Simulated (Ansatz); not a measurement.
`OC1=C(F)C1` at its PBE0-D4/def2-TZVP geometry, where that method's forces vanish. Charge 0, multiplicity 1.

```xyz
8

O    -0.3322   -1.7028   -0.6248
C     0.0000   -0.4859   -0.2092
C     0.7600    0.5291   -0.0186
F     1.9232    1.1307   -0.1362
C    -0.6216    0.6929    0.4990
H     0.4308   -2.1127   -1.0473
H    -0.8194    0.6281    1.5737
H    -1.3408    1.3205   -0.0367
```

(1) What forces (eV/Å) does r2SCAN-D4/def2-TZVPP give on these atoms in Ansatz 0.2.0? (Best estimate.)

Results:

(1) The calculation gave: 
```
O1  -0.185 -0.283 -0.062
C2   0.074 -0.023 -0.033
C3  -0.074 -0.024  0.013
F4   0.346  0.209 -0.022
C5  -0.171  0.104  0.100
H6   0.043 -0.003 -0.015
H7  -0.012  0.003  0.024
H8  -0.021  0.016 -0.004
```
